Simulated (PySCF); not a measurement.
Stepwise substitution at one centre (C H-Cl). Isolated molecules, 0 K electronic values unless said otherwise. Strings in code marks are SMILES.

Level of theory: ωB97X-D3(BJ)/def2-TZVP // B3LYP-D3(BJ)/def2-TZVP run with PySCF 2.14.0. Excitations are Tamm–Dancoff values on a coarser integration grid. The basis has no diffuse functions, so Rydberg states are missing or too high.

| species | HOMO–LUMO gap (eV) | S1 excitation (TDA) (eV) | HOMO (eV) |
|---|---|---|---|
| 0 of 4 H replaced by Cl (`C`) | 17.13 | – | -13.67 |
| 1 of 4 H replaced by Cl | 13.84 | 7.62 | -10.99 |
| 2 of 4 H replaced by Cl (`ClCCl`) | 13.39 | 7.23 | -11.27 |
| 3 of 4 H replaced by Cl (`ClC(Cl)Cl`) | 12.76 | 6.80 | ___ |
| 4 of 4 H replaced by Cl | ___ | 6.44 | ___ |

### Question
Some entries are withheld; supply them.

### Answer

- 3 of 4 H replaced by Cl (`ClC(Cl)Cl`), HOMO (eV): -11.40
- 4 of 4 H replaced by Cl, HOMO–LUMO gap (eV): 12.28
- 4 of 4 H replaced by Cl, HOMO (eV): -11.61
